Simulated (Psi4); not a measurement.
Reaction (SMILES): Cl[C]Cl (closed-shell singlet) + 3 [H][H] (H2) → C (CH4) + 2 Cl (HCl)
B3LYP-D3(BJ)/def2-TZVP geometries, fixed; electronic energies without zero-point terms.

Effect of the treatment of two-electron integrals at PBE/aug-cc-pV(T+d)Z with Psi4, against the last row, where the energy of full hydrogenation is -125.14 kcal/mol.

```tsv
setting	largest shift of a total energy (mEh)	shift of the energy of full hydrogenation (kcal/mol)
scf_type: df	-0.014	-0.006
scf_type: cd	-0.059	0.016
scf_type: pk	0.000	0.000
```

Within 0.02 kcal/mol in the energy of full hydrogenation: scf_type: df; scf_type: cd. The largest shift is 0.059 mEh in a total energy and 0.016 kcal/mol in the difference.
